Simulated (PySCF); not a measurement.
C3H7, SMILES C[CH]C, multiplicity 2. Geometry optimised at PBE-D3(BJ)/def2-TZVP. The isomer is the one that the SMILES or the coordinates give; other isomers of the formula were not compared.

Computed equilibrium geometry at PBE-D3(BJ)/def2-TZVP (PySCF confirms it by a frequency run) as a Z-matrix, and its point group:
point group Cs.
```
C
H 1 1.0913
C 1 1.4855 2 119.08
H 3 1.0988 1 112.30 2 21.73
H 3 1.1047 4 108.15 1 -123.52
H 3 1.1107 4 106.90 5 -113.20
C 1 1.4855 2 119.08 3 -168.67
H 7 1.0988 1 112.30 2 -21.73
H 7 1.1047 8 108.15 1 123.52
H 7 1.1107 8 106.90 9 113.20
```
Charge 0, spin multiplicity 2.
